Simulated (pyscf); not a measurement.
Thermochemistry of product channels of O=Ti(F)–F + H atom (H•) on the doublet surface, in eV, from ωB97M-D3(BJ)/def2-TZVP energies (ideal gas, 1 atm, RRHO with modes under 100 cm⁻¹ raised to 100, one conformer, R ln 2 for rigid chiral ones). Optimised with ωB97X-D3(BJ)/def2-SVP in PySCF.

| products | ΔE | ΔH(298 K) | ΔG(298 K) | ΔG(900 K) |
|---|---|---|---|---|
| [O–TiH(F)–F]• | [?] | -0.07 | +0.26 | +0.94 |
| [HO–Ti(F)–F]• | [?] | -3.06 | -2.77 | -2.17 |

Task: Fill in the missing entries.

Result: 
- [O–TiH(F)–F]•, ΔE: -0.18
- [HO–Ti(F)–F]•, ΔE: -3.28

These are energies of the channels, which say nothing of barriers. Open-shell species with a d-block atom are single-reference here; other states, and whether the spin sits on metal or ligand, were not checked.
